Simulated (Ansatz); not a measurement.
Relaxing a trial structure of CH6N+

The starting geometry of this gas-phase triplet was optimised with GFN2-xTB as a singlet; its bonds are those of `C[NH3+]`.

```xyz
8

C    -1.5966    0.0871    0.7652
N    -2.6865   -0.9081    0.9223
H    -0.8750   -0.2620    0.0301
H    -1.0875    0.2364    1.7145
H    -2.0048    1.0386    0.4326
H    -3.3708   -0.5859    1.6197
H    -2.3064   -1.8125    1.2328
H    -3.1756   -1.0506    0.0284
```

Task: Predict what becomes of its bonds when it is optimised with B3LYP/6-31G*.

Result: It falls apart into CH5N + H (formulas without charges). Contacts that open: C1–H5 (1.09 → 3.77 Å).

The energy falls by 6.13 eV over 35 steps:

| step | E − E(last) (eV) |
| --- | --- |
| 1 | 6.128 |
| 5 | 3.002 |
| 9 | 0.227 |
| 12 | 0.088 |
| 16 | 0.062 |
| 20 | 0.057 |
| 24 | 0.047 |
| 27 | 0.028 |
| 31 | 0.000 |
| 35 | 0.000 |

Final geometry (Å):

```yaml
atoms:
  - { symbol: C, position_ang: [-1.0572, -0.6347, 1.0656] }
  - { symbol: N, position_ang: [-2.4554, -0.7631, 0.6283] }
  - { symbol: H, position_ang: [-0.3662, -1.3833, 0.7039] }
  - { symbol: H, position_ang: [-0.8635, 0.0572, 1.8731] }
  - { symbol: H, position_ang: [-3.8941, 1.8492, 0.9358] }
  - { symbol: H, position_ang: [-2.9696, 0.1316, 0.7299] }
  - { symbol: H, position_ang: [-2.9783, -1.4730, 1.1712] }
  - { symbol: H, position_ang: [-2.5188, -1.0410, -0.3621] }
```

The end wasn't checked by frequencies. Open shells are spin-unrestricted. The triplet needn't be the ground state. Run with Ansatz 0.2.0, 67 s on 1 thread of Intel(R) Xeon(R) Platinum 8259CL CPU @ 2.50GHz (Skylake/Cascade Lake) (shared host).
